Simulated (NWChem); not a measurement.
Everything below was run with NWChem. System: H2N, charge 0, spin multiplicity 2, at a geometry optimised with UPBE/def2-SVP. The structure started from a generated list of species. Its SCF solution wasn't tested for a lower state. Level: UMP2/def2-TZVP, 1 core orbitals frozen.

Part of the output:

```
             Northwest Computational Chemistry Package (NWChem) 7.3.0
             --------------------------------------------------------

                                NWChem Input Module
                                -------------------

 Scaling coordinates for geometry "geometry" by  1.889725989
 (inverse scale =  0.529177249)

 Turning off AUTOSYM since
 SYMMETRY directive was detected!

                             Geometry "geometry" -> ""
                             -------------------------

 Output coordinates in angstroms (scale by  1.889725989 to convert to a.u.)

  No.       Tag          Charge          X              Y              Z
 ---- ---------------- ---------- -------------- -------------- --------------
    1 N                    7.0000     0.00000000     0.00000000    -0.14939700
    2 H                    1.0000     0.80267200     0.00000000     0.52288800
    3 H                    1.0000    -0.80267200     0.00000000     0.52288800

 Effective nuclear repulsion energy (a.u.)       7.4054177681

            Nuclear Dipole moment (a.u.)
            ----------------------------
        X                 Y               Z
 ---------------- ---------------- ----------------
     0.0000000000     0.0000000000    -0.0000056692

      Symmetry information
      --------------------

 Group name             C2v
 Group number             16
 Group order               4
 No. of unique centers     2

      Symmetry unique atoms

     1    2


 Summary of "ao basis" -> "" (spherical)
 ------------------------------------------------------------------------------
       Tag                 Description            Shells   Functions and Types
 ---------------- ------------------------------  ------  ---------------------
 *                         def2-tzvp                  on all atoms

 Summary of "ao basis" -> "ao basis" (spherical)
 ------------------------------------------------------------------------------
       Tag                 Description            Shells   Functions and Types
 ---------------- ------------------------------  ------  ---------------------
 N                         def2-tzvp                11       31   5s3p2d1f
 H                         def2-tzvp                 4        6   3s1p

                                 NWChem SCF Module
                                 -----------------

  ao basis        = "ao basis"
  functions       =    43
  atoms           =     3
  alpha electrons =     5
  beta  electrons =     4
  charge          =   0.00
  wavefunction    = UHF
  use symmetry    = T
  symmetry adapt  = T

 Summary of "ao basis" -> "ao basis" (spherical)
 ------------------------------------------------------------------------------
       Tag                 Description            Shells   Functions and Types
 ---------------- ------------------------------  ------  ---------------------
 N                         def2-tzvp                11       31   5s3p2d1f
 H                         def2-tzvp                 4        6   3s1p

      Symmetry analysis of basis
      --------------------------

        a1         19
        a2          4
        b1         12
        b2          8

 Forming initial guess at       0.1s

   Symmetry analysis of molecular orbitals - initial alpha
   -------------------------------------------------------

  Numbering of irreducible representations:

     1 a1          2 a2          3 b1          4 b2

  Orbital symmetries:

     1 a1          2 a1          3 b1          4 a1          5 b2
     6 a1          7 b1          8 b1          9 b2         10 a1
    11 a1         12 a1         13 b1         14 a1         15 a2

   Symmetry analysis of molecular orbitals - initial beta
   ------------------------------------------------------

  Numbering of irreducible representations:

     1 a1          2 a2          3 b1          4 b2

  Orbital symmetries:

     1 a1          2 a1          3 b1          4 a1          5 b2
     6 a1          7 b1          8 b1          9 a1         10 b2
    11 a1         12 a1         13 b1         14 a1         15 a2

 Starting SCF solution at       0.1s

 ----------------------------------------------
         Quadratically convergent UHF
[...]
     4     -0.321213  1 N  s                  3      0.215633  1 N  s

 Vector    7  Occ=0.000000D+00  E= 2.072501D-01  Symmetry=b1
              MO Center= -3.2D-15,  5.6D-18,  8.9D-01, r^2= 4.6D+00
   Bfn.  Coefficient  Atom+Function         Bfn.  Coefficient  Atom+Function
  ----- ------------  ---------------      ----- ------------  ---------------
    34      2.044827  2 H  s                 40     -2.044827  3 H  s
    12     -0.980111  1 N  px                33     -0.269835  2 H  s
    39      0.269835  3 H  s                  6     -0.207721  1 N  px

 center of mass
 --------------
 x =   0.00000000 y =   0.00000000 z =  -0.12245948

 moments of inertia (a.u.)
 ------------------
           2.843905013553           0.000000000000           0.000000000000
           0.000000000000           7.481459460854           0.000000000000
           0.000000000000           0.000000000000           4.637554447301

  Mulliken analysis of the total density
  --------------------------------------

    Atom       Charge   Shell Charges
 -----------   ------   -------------------------------------------------------
    1 N    7     7.45   0.82  1.16  0.58  0.91  0.29  1.36  1.57  0.74  0.01  0.03  0.00
    2 H    1     0.77   0.25  0.42  0.07  0.03
    3 H    1     0.77   0.25  0.42  0.07  0.03

  Mulliken analysis of the alpha density
  --------------------------------------

    Atom       Charge   Shell Charges
 -----------   ------   -------------------------------------------------------
    1 N    7     4.29   0.41  0.58  0.30  0.47  0.14  0.88  1.02  0.46  0.00  0.02  0.00
    2 H    1     0.36   0.12  0.19  0.03  0.02
    3 H    1     0.36   0.12  0.19  0.03  0.02

   Mulliken analysis of the beta density
   -------------------------------------

    Atom       Charge   Shell Charges
 -----------   ------   -------------------------------------------------------
    1 N    7     3.16   0.41  0.58  0.28  0.44  0.15  0.47  0.55  0.27  0.00  0.01  0.00
    2 H    1     0.42   0.13  0.23  0.04  0.01
    3 H    1     0.42   0.13  0.23  0.04  0.01

   Mulliken analysis of the spin density
   -------------------------------------

    Atom       Charge   Shell Charges
 -----------   ------   -------------------------------------------------------
    1 N    7     1.13   0.00 -0.00  0.03  0.03 -0.00  0.41  0.47  0.19 -0.00  0.00 -0.00
    2 H    1    -0.06  -0.01 -0.04 -0.01  0.00
    3 H    1    -0.06  -0.01 -0.04 -0.01  0.00

       Multipole analysis of the density wrt the origin
       ------------------------------------------------

     L   x y z        total         alpha         beta         nuclear
     -   - - -        -----         -----         ----         -------
     0   0 0 0     -0.000000     -5.000000     -4.000000      9.000000

     1   1 0 0     -0.000000     -0.000000     -0.000000      0.000000
     1   0 1 0      0.000000      0.000000     -0.000000      0.000000
     1   0 0 1      0.802975      0.537274      0.265707     -0.000006

     2   2 0 0     -4.162463     -4.491571     -4.272439      4.601547
     2   1 1 0     -0.000000     -0.000000      0.000000      0.000000
     2   1 0 1     -0.000000     -0.000000      0.000000      0.000000
     2   0 2 0     -5.285304     -3.477777     -1.807527      0.000000
     2   0 1 1      0.000000      0.000000      0.000000      0.000000
     2   0 0 2     -5.564831     -4.189867     -3.885636      2.510672

                   NWChem MP2 Semi-direct Energy/Gradient Module
                   ---------------------------------------------

  Basis functions       =     43
  Molecular orbitals    =     43
  Frozen core           =      1
  Frozen virtuals       =      0
  Active alpha occupied =      4
  Active beta occupied  =      3
  Active alpha virtual  =     38
  Active beta virtual   =     39
  Use MO symmetry       = T
  Use skeleton AO sym   = T

  AO/Fock/Back tols     =   1.0D-09  1.0D-09  1.0D-09

 GA uses MA = F    GA memory limited = T

 Available:
  local mem=  1.26D+08
 global mem=  1.44D+08
 local disk=  0.00D+00
  mp2_memr nvloc                    38
  nvloc new                    38
   1 passes of   4:        3145728                      11368                    492116.
   1 passes of   4: M    126153723           G      144175502           F     123007995.

 Semi-direct pass number   1 of   1  for UHF alpha       at        0.4s
  vrange nnbf                   946
  mp2_eaftype                    10  avail_ma_in_mb                  1099
 EAF : mp2_eaftype filesize          10     246058.
  mp2_eaf for mointskh                     10
Node 0 wrote      1.2 Mb in      0.0 s     Agg I/O rate:  1093.0 Mb/s
 Done moints_semi at        0.6s
  mp2_eaftype                    10  avail_ma_in_mb                  1089
 EAF : mp2_eaftype filesize          10     246058.
  mp2_eaf for kh                    10
 Done maket at        0.7s
 Done multipass loop at        0.7s

 GA uses MA = F    GA memory limited = T

 Available:
  local mem=  1.26D+08
 global mem=  1.44D+08
 local disk=  0.00D+00
  mp2_memr nvloc                    39
  nvloc new                    39
   1 passes of   3:        3145728                       9619                    379542.
   1 passes of   3: M    126153723           G      144175502           F     123007995.

 Semi-direct pass number   1 of   1  for UHF beta        at        0.7s
  vrange nnbf                   946
  mp2_eaftype                    10  avail_ma_in_mb                  1099
 EAF : mp2_eaftype filesize          10     189771.
  mp2_eaf for mointskh                     10
Node 0 wrote      0.9 Mb in      0.0 s     Agg I/O rate:  1170.4 Mb/s
 Done moints_semi at        0.9s
  mp2_eaftype                    10  avail_ma_in_mb                  1089
 EAF : mp2_eaftype filesize          10     189771.
  mp2_eaf for kh                    10
 Done maket at        1.0s
 Done multipass loop at        1.0s

          -------------------------------------------
          SCF energy                 -55.584858725789
          Correlation energy          -0.178938407570
          Singlet pairs                0.000000000000
          Triplet pairs                0.000000000000
          Total MP2 energy           -55.763797133359
          -------------------------------------------

          ---------------------------------------------------
                    Spin Component Scaled (SCS) MP2
          Same spin pairs                     -0.039274842749
          Same spin scaling factor             0.333333333333
          Opposite spin pairs                 -0.139663564821
          Opposite spin scaling fact.          1.200000000000
          SCS-MP2 correlation energy          -0.180687892035
          Total SCS-MP2 energy               -55.765546617824
          ---------------------------------------------------

 -----------------------
 Performance information
 -----------------------

 Timer overhead =  1.33D-07 seconds/call

               Nr. of calls         CPU time (s)                 Wall time (s)                GFlops
             ---------------    -------------------     ------------------------------   -------------------
Name         Min   Avg   Max    Min     Avg     Max     Min     Avg     Max   Mx/calls   Min     Max     Sum
mp2: moin     2     2     2   0.52    0.52    0.52     0.52    0.52    0.52    0.26      0.0     0.0     0.0
mp2: make     2     2     2   2.52E-2 2.52E-2 2.52E-2  2.52E-2 2.52E-2 2.52E-2 1.26E-2   0.0     0.0     0.0
mp2: tota     1     1     1   0.62    0.62    0.62     0.62    0.62    0.62    0.62      0.0     0.0     0.0

 The average no. of pstat calls per process was 5.00D+00
 with a timing overhead of 6.67D-07s

 Task  times  cpu:        0.9s     wall:        0.9s

 Total times  cpu:        1.0s     wall:        1.0s
```

Problem. Write an NWChem input that would produce this output.

Solution. Several could match; the one computed here: 
```
start mol
memory heap 200 mb stack 900 mb global 1100 mb
geometry units angstroms nocenter noautoz
  N      0.000000     0.000000    -0.149397
  H      0.802672     0.000000     0.522888
  H     -0.802672     0.000000     0.522888
  symmetry group C2v
end
basis spherical
  * library def2-tzvp
end
scf
  uhf
  nopen 1
  maxiter 100
  thresh 1e-7
  semidirect memsize 60000000 filesize 0
  # guess.movecs holds the orbitals of an unrestricted PBE0 run
  vectors input guess.movecs output mol.movecs
end
mp2
  freeze core 1
end
task mp2 energy
```
